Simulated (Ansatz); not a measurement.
A calculation on rock-salt LiBr returned elastic constant C11 62.0 GPa, elastic constant C44 22.1 GPa, Voigt–Reuss–Hill shear modulus 21.9 GPa.

For reference: elastic constant C11 39.6 GPa (measured, temperature not stated, not corrected to a static lattice; as tabulated in Harker's crystal data pages); elastic constant C44 19.1 GPa (measured, temperature not stated, no zero-point or thermal correction; as tabulated in Harker's crystal data pages).

Task: Which level of theory produced these numbers?
A) Hartree–Fock (Ansatz (an electronic-structure program))
B) LDA (Ansatz)
C) PBE0 (Ansatz)
D) B3LYP (VWN-RPA form) (Ansatz)

Result: B, LDA (Ansatz)

The others give: B3LYP (VWN-RPA form) 35.6 GPa, 19.9 GPa, 13.9 GPa; Hartree–Fock 30.8 GPa, 20.5 GPa, 12.6 GPa; PBE0 46.0 GPa, 20.7 GPa, 17.7 GPa.

Unless a cell is named, each level is at its own relaxed cell (B3LYP (VWN-RPA form) 21.50, Hartree–Fock 22.79, LDA 18.72, PBE0 20.45 Å³/atom).

Ansatz's density-functional and Hartree–Fock values are scalar-relativistic unless marked +SOC, with PAW data made under PBE.
